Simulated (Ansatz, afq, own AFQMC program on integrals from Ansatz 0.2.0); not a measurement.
Where AFQMC and coupled cluster stand for CHSi, quartet

| atom | x (Å) | y (Å) | z (Å) |
| --- | --- | --- | --- |
| Si | 0.0000 | -0.0832 | 0.5272 |
| C | 0.0000 | 0.0762 | -1.3058 |
| H | 0.0000 | 1.4109 | 0.8685 |

Connectivity, by distances: SiH–C.

Basis cc-pVDZ. Only valence electrons are correlated. Ansatz 0.2.0 and our own AFQMC program on the same integrals; the CISD trial comes from CCSD amplitudes, and released means the phaseless constraint is let go. Uncertainties: one standard error, sampling alone.

Determinant: ROHF, the one that the program's search chose, which needn't be the lowest solution. The geometry is a PBE0/def2-TZVP stationary point of this or a neighbouring charge and spin state.

No full CI on the walks' own integrals is used here; CCSDTQ serves as the reference and is uncertain by about the last step of the cluster series.

Cautions: another spin lies lower; strong correlation (T1 0.055, weight of the determinant 0.83, largest double 0.09); the ph-AFQMC/CISD walk drifts between its halves (2.2 errors); released walk and highest rung disagree (by 15 meV at 2.40 1/Eh).

```
T1 diagnostic                               : 0.0553
weight of the determinant in the CISD state : 0.833
size of the correlated space                : 9 electrons in 31 orbitals
```

Reference: CCSDTQ, correlation energy -5.172 eV. The released energy is read at 2.40 1/Eh (meV from the phaseless value at times in 1/Eh: -5 ± 4 at 0.24, -10 ± 4 at 0.51, -9 ± 3 at 0.99, -14 ± 4 at 1.62, -15 ± 5 at 2.40).

```tsv
level	E − E(reference) (kJ/mol)	share of correlation (%)
HF	499.0	0.00
MP2	130.2	73.91
CCSD	23.0	95.39
CCSD(T)	6.5	98.69
CCSDT	1.3	99.75
CCSDT(Q)	0.1	99.98
ph-AFQMC/HF	7.4 ± 2.2	98.52
ph-AFQMC/CISD	2.8 ± 0.4	99.43
released AFQMC	1.4 ± 0.5	99.72
```

CCSDT and higher add their correlation energy to the determinant of the CCSD(T) run, since their own runs factorise the integrals more tightly (a shift of under 2 meV). A walk keeps the symmetry of its determinant, which the program's search chose and which needn't be the lowest solution, so a lower state of the same spin and another symmetry isn't excluded. Released energies are given only where the last usable release times agree within the noise; a slower fall can still hide under it.
